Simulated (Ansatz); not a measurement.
`O=COC=O` + H₂ → `C=O` + `O=CO` at 298.15 K and 1 bar (hydrogenolysis of a C–O bond).

Gas-phase electronic energies from Ansatz, PBE0-D4/def2-TZVP geometries. CCSD(T)/CBS adds triple-zeta CCSD(T) − MP2 to the extrapolated MP2 energy (def2 sets, frozen cores). This one scheme is used for every species. Each species was taken in one conformer, which may not be the lowest.

```tsv
species	CCSD(T)/CBS energy (Eh)	H − E (kJ/mol)	S (J/(mol·K))
`O=COC=O`	-302.80525	128.3	296.3
H₂	-1.17544	35.1	130.4
`C=O`	-114.39408	80.1	218.6
`O=CO`	-189.60296	100.2	248.1
```

H − E and S are ideal-gas, rigid-rotor, harmonic terms from PBE0-D4/def2-TZVP, for one conformer and one mirror image of each species. The MP2-based limit puts H₂ 0.8 mEh under its directly extrapolated value; such offsets cancel only in part. 1 Eh = 2625.50 kJ/mol, R = 8.31446 J/(mol·K).

Question: By hand: ΔE, ΔH, ΔS and ΔG.

Answer: ΔE = (-114.39408) + (-189.60296) − (-302.80525) − (-1.17544) = -0.01635 Eh = -42.9 kJ/mol. Δ(H − E) = 80.1 + 100.2 − 128.3 − 35.1 = 16.9, so ΔH = -26.0 kJ/mol. ΔS = 218.6 + 248.1 − 296.3 − 130.4 = 40.0 J/(mol·K). ΔG = -26.0 − 298.15 × (40.0)/1000 = -37.9 kJ/mol.

Question: By hand: the equilibrium constant, and the temperature at which ΔG would vanish if ΔH and ΔS stayed fixed.

Answer: log₁₀ K = −ΔG/(RT ln 10) = 6.6. ΔH and −TΔS have one sign here, so there is no such temperature.

TΔS isn't small against ΔH here. A doubt of 5 kJ/mol in ΔE shifts log₁₀ K by 0.9 here. Other conformers and mirror images would add mixing entropy, several J/(mol·K) or more a flexible species. These are equilibria of isolated gas molecules and say nothing of rates. Largest T1 diagnostic: 0.017 (customary marks: 0.02 for closed shells, 0.045 for open ones).
